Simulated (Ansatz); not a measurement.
in.yaml

```yaml
crystal:
  periodic: [false, false, false]
  atoms:
    - {symbol: Si, position_ang: [0.000000, -0.086402, 0.646481]}
    - {symbol: C, position_ang: [0.000000, 0.079187, -1.230736]}
    - {symbol: H, position_ang: [0.000000, 1.148798, 1.480897]}
    - {symbol: H, position_ang: [0.000000, -0.911108, -1.689492]}
    - {symbol: H, position_ang: [0.890815, 0.613122, -1.569773]}
    - {symbol: H, position_ang: [-0.890815, 0.613122, -1.569773]}
basis:
  gaussian: {orbitals: cc-pVDZ}
total_charge: 1
magnetization: {spin_polarized: true, initial_magnetization: 3}
correlation: {method: ccsdt_q, electrons: outside_noble_gas}
```

```sh
$ ansatz run in.yaml --threads 1 --pin off --events-out ev --progress --plain --max-ram 2393MiB
```

Output:

```
1006 factors; integrals over basis functions are off by at most 1.7e-7 eV
mean field evaluation 1: about -8939.8729 eV, gradient 2.2e1 eV
mean field evaluation 2: about -8939.9323 eV, gradient 2.2e1 eV
mean field evaluation 4: about -8943.0501 eV, gradient 2.2e0 eV
mean field evaluation 8: about -8943.1607 eV, gradient 3.3e-1 eV
mean field evaluation 16: about -8943.1745 eV, gradient 3.1e-6 eV
mean field evaluation 32: about -8943.1711 eV, gradient 2.4e-1 eV
mean field evaluation 64: about -8940.7057 eV, gradient 4.6e-4 eV
mean field evaluation 96: about -8940.7021 eV, gradient 1.7e-1 eV
mean field evaluation 128: about -8938.5026 eV, gradient 2.4e-3 eV
mean field -8943.17445567 eV, -328.6555993445 hartree, gradient 3.1e-6 eV, S^2 3.768414; 3 other end points of the search recorded, 0 dependent functions left out
determinant -8943.17445567 eV, -328.6555993445 hartree, with singles and doubles -8949.31074896 eV, -328.8811039635 hartree
determinant -8940.75173312 eV, -328.5665659330 hartree, with singles and doubles -8946.64210171 eV, -328.7830329859 hartree
determinant -8940.70568250 eV, -328.5648736041 hartree, with singles and doubles -8946.62988712 eV, -328.7825841081 hartree
6 core orbitals not correlated: weight in the atoms' cores, before any rotation towards them, 1.000 or more for the frozen orbitals, at most 0.000 for the correlated occupied ones
reference -8943.17445567 eV, -328.6555993445 hartree; 7, 4 occupied and 39, 42 virtual orbitals, 1006 factors
second order -5.08190463 eV of doubles, -0.00000000 eV of singles
cycle   1  -5.78825842 eV  change   -7.1e-1 eV  update   8.1e-2
cycle   2  -6.21632418 eV  change   -4.3e-1 eV  update   3.8e-2
cycle   3  -6.33399575 eV  change   -1.2e-1 eV  update   2.4e-2
cycle   4  -6.32704395 eV  change    7.0e-3 eV  update   1.3e-2
cycle   5  -6.33745794 eV  change   -1.0e-2 eV  update   6.8e-3
cycle   6  -6.33870675 eV  change   -1.2e-3 eV  update   3.6e-3
cycle   7  -6.33859309 eV  change    1.1e-4 eV  update   1.2e-3
cycle   8  -6.33951502 eV  change   -9.2e-4 eV  update   6.0e-4
cycle   9  -6.33941249 eV  change    1.0e-4 eV  update   3.0e-4
cycle  10  -6.33905377 eV  change    3.6e-4 eV  update   1.9e-4
cycle  11  -6.33915055 eV  change   -9.7e-5 eV  update   1.2e-4
cycle  12  -6.33923146 eV  change   -8.1e-5 eV  update   6.5e-5
cycle  13  -6.33927864 eV  change   -4.7e-5 eV  update   2.7e-5
cycle  14  -6.33927788 eV  change    7.7e-7 eV  update   1.3e-5
cycle  15  -6.33926041 eV  change    1.7e-5 eV  update   5.9e-6
cycle  16  -6.33925840 eV  change    2.0e-6 eV  update   2.6e-6
cycle  17  -6.33925852 eV  change   -1.2e-7 eV  update   1.4e-6
cycle  18  -6.33925942 eV  change   -9.0e-7 eV  update   6.8e-7
cycle  19  -6.33926008 eV  change   -6.6e-7 eV  update   3.3e-7
perturbative correction -0.00849391 eV, -0.0003121455 hartree
Total energy: -8949.52220966 eV, -328.8888750011 hartree
```

Ran on 1 thread of AMD EPYC 7B13, shared host: 39 s wall, 0.5 GiB peak host memory.
